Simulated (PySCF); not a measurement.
Gas-phase reaction: CH2Cl2 + 2 C2H4 = C3H4 (allene) + 2 CH3Cl

Method: PySCF energies (xtb for GFN2) plus ideal-gas RRHO corrections (1 bar). 'Table' is the NASA 1993 thermochemical table (part measured, part estimated). † marks an energy on the PBE0/def2-TZVP geometry and frequencies; other levels use their own. MP2 freezes the core. All species are closed-shell singlets. MP2 isn't extrapolated to the basis-set limit.

Levels: a) r2SCAN/def2-TZVP†; b) MP2/def2-SVP†; c) GFN2-xTB.

Problem. Order the levels by the distance of their ΔH°(298 K) from the table for this reaction, closest first.

Solution. b (-1 kJ), a (-19 kJ), c (-38 kJ)

The table gives 17 kJ. The order holds for this reaction alone, and for the 1993 entries, some of which have been revised since.
